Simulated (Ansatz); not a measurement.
# PHS (triplet): the correlation ladder, def2-TZVPP

An exercise on one series of results from a longer session: the logs are not shown, and one member is left open.

Method: def2-TZVPP, core rule «outside noble gas», up to 10 orbitals frozen; program: Ansatz 0.2.0, Gaussian basis.

Plan: UHF; ROHF; CCSD(T) on UHF.

2 further runs of the same task are left out: 2 set aside as unsound or not needed.

## The system

The geometry is a PBE0/def2-TZVP stationary point (not a proven minimum) of the parent state, kept for this charge and spin.

3 atoms, charge 0, spin multiplicity 3.

Atoms are counted from 1 here; the program's logs count them from 0.

Bond lengths: P1–S2 1.921 Å, P1–H3 1.443 Å. Angles: S2–P1–H3 102.0°.

Set-up of the first run:

Input file in.yaml:

```yaml
crystal:
  periodic: [false, false, false]
  atoms:
    - {symbol: P, position_ang: [0.000000, -0.081643, 0.953681]}
    - {symbol: S, position_ang: [0.000000, 0.037722, -0.963359]}
    - {symbol: H, position_ang: [0.000000, 1.308856, 1.340359]}
basis:
  gaussian: {orbitals: def2-TZVPP}
magnetization: {spin_polarized: true, initial_magnetization: 2}
hamiltonian: {xc: hf}
output: {orbitals: {seedname: orbitals}}
```

On the command line:

```bash
ansatz run in.yaml --threads 1 --pin off --events-out ev --progress --plain --max-ram 4096MiB --backend cpu
```

Steps of the session up to this table: UHF; ROHF; CCSD(T) on UHF.

One table of the session follows, with a row left open; its other results are not shown here.

It belongs to the step «Misses and costs». 

```
  method  from UCCSD(T) (kcal/mol)
    ROHF                   +217.74
     UHF                   +210.42
    UMP2                         ?
   UCCSD                    +10.50
UCCSD(T)                         0
```

**Question.** Estimate the row for UMP2.

**Answer.** from UCCSD(T) (kcal/mol): +34.70. In the column «from UCCSD(T) (kcal/mol)» it lies between UCCSD (+10.50) and UHF (+210.42).
